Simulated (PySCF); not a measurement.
Species: C₅H₅ (doublet state).
Atom-mapped SMILES: `[CH2:1]=[C:2][C:3]#[C:4][CH3:5]` (hydrogens: H6, H7 on C1; H8, H9, H10 on C5)

Structure used (GFN2-xTB), in Å, numbered top down from 1:
```xyz
10
C5H5 angstrom
C      2.8455    0.3785    0.0021
C      1.5662    0.2088    0.1177
C      0.2730    0.0366    0.2348
C     -0.9423   -0.1186    0.3466
C     -2.3613   -0.3150    0.4756
H      3.2932    1.3594   -0.1094
H      3.5448   -0.4496    0.0102
H     -2.8792    0.1052   -0.3888
H     -2.6027   -1.3796    0.5403
H     -2.7285    0.1789    1.3772
```

Level of theory: UKS B3LYP, pcH-1 on C H, non-relativistic, mean-field spin-orbit, GIAO (PySCF 2.14.0). Isolated species at its GFN2-xTB geometry, gas phase. GFN2-xTB frequencies show an imaginary mode (23i cm⁻¹), so this geometry is no minimum at that level. Couplings are sensitive to structure, and on GFN2-xTB geometries they can be far from those on DFT ones. The SCF solution wasn't tested for stability. ⟨S²⟩ is 0.776 where a pure state has 0.75.

**Question.** Match the computed a_iso(13C) values -74.3, +60.6, +53.3, -50.9, -23.0 MHz with the sites C1; C2; C3; C4; C5.

**Answer.** 
```
site  a_iso (MHz)  ρ(0) (bohr⁻³)                 position  distance from C2 (Å)  spin population  largest |T| (MHz)
  C1        -50.9        -0.0453           1 bond from C2                  1.30            -0.17               15.9
  C2        +60.6        +0.0539  largest spin population                  0.00            +0.71              110.5
  C3        -74.3        -0.0661           1 bond from C4                  1.31            -0.26               24.0
  C4        +53.3        +0.0475         a main spin site                  2.54            +0.59               85.3
  C5        -23.0        -0.0205           1 bond from C4                  3.98            -0.05                1.1
```

ρ(0) is the spin density at the nucleus and T the dipolar tensor; entries for several nuclei are means. Largest spin populations (Mulliken): C2 (+0.71), C4 (+0.59), C3 (-0.26) and C1 (-0.17). The positive populations add up to 1.48 and the negative ones to -0.48, together 2S = 1. Main spin sites, with 60 % or more of the largest population: C2, C4; positions count bonds from the nearest.

Means are taken over nuclei equivalent by connectivity, which assumes that they swap fast. H6 and H7 aren't averaged: C1 is flat or nearly so (angle sum 360°), and its turn about the short C1–C2 bond (1.30 Å) is taken as slow. The three 1H nuclei of mean +51.4 MHz run from 28.9 to 91.5 MHz in the frozen geometry.
